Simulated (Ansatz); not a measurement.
Program: Ansatz. Geometries: PBE0-D4/def2-TZVP. ΔE: electronic, gas phase. CBS: MP2 limit from def2 TZ/QZ plus the TZ coupled-cluster correction, frozen cores. Functionals use def2-TZVPP. One conformer a species, not always the lowest.

Reaction (isomerisation): `CCSCC` → `CSC(C)C`

Q: Is it downhill or uphill in electronic energy at CCSD(T)/CBS, and by how much? (Estimate.)

A: Ansatz gave: Nearly level: ΔE = -2.3 kJ/mol.

Q: What do these levels give: LDA (SPW92), B97M-V, CAM-B3LYP-D4, ωB97X-V, r2SCAN0, LC-ωPBE? (An estimate is asked.)

A: Computed: LDA (SPW92) -2.0, B97M-V -1.9, CAM-B3LYP-D4 -0.9, ωB97X-V -1.6, r2SCAN0 -1.2, LC-ωPBE -0.6 kJ/mol.

Largest T1 diagnostic among the species: 0.009.

In def2-TZVPP, CCSD(T) changes the Hartree–Fock value by −3.8 kJ/mol (the triples alone add −0.7 kJ/mol) and MP2 by −4.8 kJ/mol. Leaving LDA and LC-ωPBE aside and taking each functional with its dispersion term where it has one, the values, not all of them listed here, spread over 1.5 kJ/mol, from ωB97M-V to B2PLYP.
